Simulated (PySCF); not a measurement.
Run record: geometry optimisation, 1,3-dithiole-2-thione (`c1csc(s1)=S`).

Computed with PBE0-D3(BJ)/def2-SVP geometry optimisation, gas phase (PySCF 2.14.0). Start geometry: MMFF94s. The command runs a driver script over a list of jobs; the input below is this job's line of settings and its coordinates in Å.

Command:
```bash
OMP_NUM_THREADS=1 python probes_run.py task.json out
```

Input:
```
{"job": {"xc": "PBE0", "basis": "def2-SVP", "d3": "d3bj", "grid": 1, "shake": 0.03, "kind": "geom"}, "charge": 0, "multiplicity": 1}
S      3.235030     0.187400     0.262740
C      1.500940     0.112720     0.123340
S      0.623500    -1.372480    -0.339810
C     -0.823180    -0.718270    -0.232800
C     -1.062960     0.540470     0.085670
S      0.383500     1.469780     0.424040
H     -1.744860    -1.367510    -0.435680
H     -1.973750     1.062230     0.184290
```

Output:
```
step   0  E = -1309.05141627  max force = 0.127913
step   1  E = -1309.07532905  max force = 0.019413
step   2  E = -1309.07547802  max force = 0.024833
step   3  E = -1309.07745835  max force = 0.009436
step   4  E = -1309.07759803  max force = 0.004870
step   5  E = -1309.07774959  max force = 0.002030
step   6  E = -1309.07776164  max force = 0.000603
step   7  E = -1309.07776317  max force = 0.000142
optimisation converged
```

Energies in Eh; «max force» is the largest Cartesian gradient component in Eh/bohr.

Q: How much energy does the optimisation release, in kJ/mol?

A: E(step 0) − E(last step) = 0.026347 Eh, which is 69.2 kJ/mol.

Q: Give the first gradient maximum in eV/Å.

A: With 1 Eh/bohr = 51.422 eV/Å, 6.578 eV/Å.

In short: final energy -1309.07776 Eh after 7 steps; dipole 4.30 D.

Q: Give the final coordinates.

A: 0.062 Å rms from the input after alignment:
```
atom  x, y, z in Å
S1     3.1582    0.3681    0.0949
C2     1.5385    0.1730    0.0513
S3     0.7394   -1.3405   -0.3406
C4    -0.8920   -0.7764   -0.1885
C5    -1.0574    0.5162    0.1507
S6     0.3820    1.4504    0.3915
H7    -1.7058   -1.4808   -0.3699
H8    -2.0247    1.0045    0.2825
```

Q: How long does this job take on Arm Neoverse V2, one thread, shared host? And the peak memory of the process?

A: About 29 s, with 0.42 GiB resident at the peak, the Python interpreter and its libraries included.
Labels such as C1 count atoms from 1, the log's own numbers from 0.
